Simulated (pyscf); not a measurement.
6 organic steps of one kind (substitution at C, radical): barrier in kJ/mol, from the separated reactants or the lowest minimum found. PySCF, gas phase, ωB97X-D3(BJ)/def2-SVP geometries. Functionals in def2-TZVP; the last column is ωB97M-D3(BJ)/def2-TZVP. Rows were drawn at random from the steps of this kind and element class whose saddle was verified and whose references are stable.

| step | PBE | r²SCAN | PBE0-D3(BJ) | ωB97M-D3(BJ) |
|---|---|---|---|---|
| H₃C–O–CH₃ + H• → CH₄ + H₃C–O• | 89.1 | 89.6 | 113.5 | 127.7 |
| H₃C–CH₂–N: [triplet] + H• → CH₄ + H₂C=N• | 18.9 | 30.6 | 55.1 | 68.6 |
| H₃C–Sb(CH₃)–CH₃ + H• -> H₃C–Sb•–CH₃ + CH₄ | (withheld) | 23.9 | 39.7 | 54.6 |
| H₃C–NH–CH₃ + H• → CH₄ + H₃C–NH• | 104.0 | 102.3 | 126.5 | 139.9 |
| H₃C–Te–CH₃ + H• -> H₃C–Te• + CH₄ | 24.8 | 20.2 | 36.5 | 50.2 |
| H₃C–CH₂–NH₂ + H• → H₃C–NH₂ + CH₃• | (withheld) | 140.7 | 159.9 | 172.8 |

Task: Some entries are withheld; supply them.

Result: 
- H₃C–Sb(CH₃)–CH₃ + H• -> H₃C–Sb•–CH₃ + CH₄, PBE: 25.9
- H₃C–CH₂–NH₂ + H• → H₃C–NH₂ + CH₃•, PBE: 140.9

Differences from the last column (kJ/mol): PBE: mean -35.0, median -33.9, mean size 35.0, lower in 6 of 6; r²SCAN: mean -34.4, median -34.9, mean size 34.4, lower in 6 of 6; PBE0-D3(BJ): mean -13.8, median -13.7, mean size 13.8, lower in 6 of 6. PBE is closest for row 5 (25.5 kJ/mol apart) and farthest for row 2 (49.7 kJ/mol). PBE, r²SCAN and M06-2X carry no added dispersion term. The last column is a level with limits of its own. Each barrier is that of the saddle found. An unrestricted DFT solution here is markedly spin-contaminated. Elements past Kr carry the def2 core potentials, without spin-orbit coupling.
